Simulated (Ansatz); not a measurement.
Geometry optimisation, Ansatz 0.2.0, UKS revPBE-D4/def2-SVP.

The input (input.yaml):

```yaml
crystal:
  periodic: [false, false, false]
  atoms:
    - { symbol: H, position_ang: [0.494255, 1.058618, -1.73401] }
    - { symbol: C, position_ang: [0.668335, -0.952279, -0.505989] }
    - { symbol: O, position_ang: [-0.541534, -0.9701, 0.098764] }
    - { symbol: C, position_ang: [-0.751739, 0.022391, 1.105099] }
    - { symbol: Cl, position_ang: [0.242753, 2.344795, -1.918758] }
    - { symbol: H, position_ang: [0.811868, -1.793035, -1.202097] }
    - { symbol: H, position_ang: [1.531171, -0.53868, 0.050352] }
    - { symbol: H, position_ang: [-0.714296, 1.039598, 0.660355] }
    - { symbol: H, position_ang: [0.014417, -0.05131, 1.910872] }
    - { symbol: H, position_ang: [-1.75513, -0.159897, 1.535312] }
magnetization:
  spin_polarized: true
  initial_magnetization: 1
basis:
  gaussian: { orbitals: def2-SVP }
hamiltonian:
  xc: revpbe
  dispersion: d4
relax:
  f_tol: 0.03
  max_steps: 50
```

Run as:

```bash
$ ansatz run input.yaml --threads 2 --pin off --max-ram 3072MiB --backend cpu --events-out ev --progress --plain --runs-dir out
```

Task: Where does it end, and by what steps?

Result: The run converged. The force dipped under the threshold on the way, but the program's further checks kept it going. After 12 steps the energy has fallen by 0.238 eV; H1 moved furthest, 0.80 Å. Joined: H1–C2 (2.36 → 1.23 Å).

```tsv
step	energy less start (eV)	largest force component (eV/Å)	accepted
0	0.0000	0.200	yes
1	-0.0593	0.349	yes
2	-0.1052	0.720	yes
3	-0.1623	0.453	yes
4	-0.1833	0.752	yes
5	-0.2219	0.380	yes
6	-0.2319	0.193	yes
7	-0.2323	0.276	yes
8	-0.2348	0.149	yes
9	-0.2348	0.232	no
10	-0.2379	0.024	yes
11	-0.2383	0.041	yes
12	-0.2384	0.014	yes
```

```xyz
10
Properties=species:S:1:pos:R:3
H 0.541 0.398 -1.288
C 0.638 -0.657 -0.660
O -0.523 -0.866 0.037
C -0.765 0.080 1.080
Cl 0.292 2.006 -1.761
H 0.780 -1.458 -1.410
H 1.537 -0.467 -0.030
H -0.817 1.102 0.642
H 0.048 0.054 1.841
H -1.729 -0.191 1.549
```

Run time: 25 s on 2 threads of Intel(R) Xeon(R) Platinum 8488C (Sapphire Rapids), on a shared host, peak memory 0.17 GiB.
